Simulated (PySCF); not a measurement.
From one molecule to another.

First species: C3H12AlNS.
Atom-mapped SMILES: `[CH3:1][NH:2][AlH2-:3][S+:4]([CH3:5])[CH3:6]` (hydrogens: H7, H8, H9 on C1; H10 on N2; H11, H12 on Al3; H13, H14, H15 on C5; H16, H17, H18 on C6)

Second species: ClH3Si.
SMILES with atom numbers: `[SiH3:1][Cl:2]` (hydrogens: H3, H4, H5 on Si1)

Levels: wB97X-D/def2-SVPD for dipole moment, HOMO energy, LUMO energy, HOMO–LUMO gap, static isotropic polarisability and electronic spatial extent ⟨r²⟩ about the centre of nuclear charge; TDDFT wB97X-D/def2-SVPD for lowest singlet excitation; PBE0-D3(BJ)/def2-SVP for rotational constant A and rotational constant C. Geometries: PBE0-D3(BJ)/def2-SVP. Each structure is a single optimised conformer of the isolated species, non-relativistic unless stated. Electronic properties by PySCF.

The conformers computed, where there is a choice (atom-mapped SMILES and torsion angles):
- `[CH3:1][NH:2][AlH2-:3][S+:4]([CH3:5])[CH3:6]`: C1–N2–Al3–S4 92°, N2–Al3–S4–C5 -159°

(1) Which of the two has the higher LUMO energy, and by how much?

(2) Which of the two has the higher HOMO energy, and by how much?

(3) Which of the two has the higher dipole moment, and by how much?

(4) Which of the two has the higher ⟨r²⟩, and by how much?

(5) Which has the higher S1 energy?

(6) Which has the higher rotational constant A?

(7) Which has the higher HOMO–LUMO gap?

(8) Which has the higher rotational constant C?

Results:

(1) The first: 1.69 eV against 1.41 eV, a difference of 0.28 eV.

(2) The first: -7.83 eV against -10.96 eV, a difference of 3.13 eV.

(3) The first: 3.92 D against 1.44 D, a difference of 2.48 D.

(4) The first: 1227 bohr² against 226 bohr², a difference of 1001 bohr².

(5) The second: 7.50 eV against 5.43 eV, a difference of 2.07 eV.

(6) The second: 84.245 GHz against 3.527 GHz, a difference of 80.718 GHz.

(7) The second: 12.37 eV against 9.52 eV, a difference of 2.85 eV.

(8) The second: 6.554 GHz against 1.032 GHz, a difference of 5.522 GHz.

On the first: The principal polarisabilities are 85.3, 99.8 and 110.9 au; their mean is the isotropic value. The polarisability is 14.62 Å³ as a volume (1 au = 0.148185 Å³), or 1.49 au for each of the 66 electrons.

On the second: S1 lies 4.87 eV below the HOMO–LUMO gap. The 6 singlets span 7.50 to 9.08 eV, and their oscillator strengths add up to 0.07.
